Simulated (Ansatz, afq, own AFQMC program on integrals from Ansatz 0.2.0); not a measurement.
## TiCl, quartet in def2-SVP, levels against CCSDT(Q)

```yaml
atoms:
  - { symbol: Ti, position_ang: [0.0000, 0.0000, 0.0000] }
  - { symbol: Cl, position_ang: [0.0000, 0.0000, 2.2084] }
```

Basis def2-SVP. Noble-gas cores (and the filled d shells of Ga–Kr and In–Xe) are frozen. AFQMC by an in-house program on the Cholesky factors that Ansatz 0.2.0 writes for its CCSD(T) run. The CISD trial takes its coefficients from CCSD amplitudes. Released means that phaseless walkers are propagated on without the constraint, phases kept. Error bars are statistical, one sigma. The metal's outer-core s and p shells are frozen, which shifts wave-function levels against functionals.

Determinant: ROHF, the one that the program's search chose, which needn't be the lowest solution. The geometry is a PBE0/def2-TZVP stationary point of this or a neighbouring charge and spin state.

No full CI on the walks' own integrals is used here; CCSDT(Q) serves as the reference and is uncertain by about the last step of the cluster series.

Cautions: no relativity below Rb; outer-core shells of the metal frozen; higher spins were not checked; CCSDT(Q) on the UHF determinant differs (47 meV lower), by its state or its frozen core.

The T1 diagnostic is 0.0311 and the weight of the determinant in the CISD state is 0.897. The size of the correlated space is 11 electrons in 35 orbitals.

Reference: CCSDT(Q), correlation energy -4.918 eV. The released energy is read at 2.40 1/Eh (meV from the phaseless value at times in 1/Eh: -2 ± 12 at 0.24, 3 ± 13 at 0.51, 19 ± 11 at 0.99, -16 ± 18 at 1.62, -2 ± 20 at 2.40).

```json
{"level": "HF", "E − E(reference) (meV)": "4917.9", "share of correlation (%)": "0.00"}
{"level": "MP2", "E − E(reference) (meV)": "645.7", "share of correlation (%)": "86.87"}
{"level": "CCSD", "E − E(reference) (meV)": "153.6", "share of correlation (%)": "96.88"}
{"level": "CCSD(T)", "E − E(reference) (meV)": "45.3", "share of correlation (%)": "99.08"}
{"level": "CCSDT", "E − E(reference) (meV)": "12.2", "share of correlation (%)": "99.75"}
{"level": "ph-AFQMC/HF", "E − E(reference) (meV)": "33.3 ± 41.1", "share of correlation (%)": "99.32"}
{"level": "ph-AFQMC/CISD", "E − E(reference) (meV)": "13.9 ± 10.2", "share of correlation (%)": "99.72"}
{"level": "released AFQMC", "E − E(reference) (meV)": "11.5 ± 19.6", "share of correlation (%)": "99.77"}
```

Released energies are given only where the last usable release times agree within the noise; a slower fall can still hide under it.
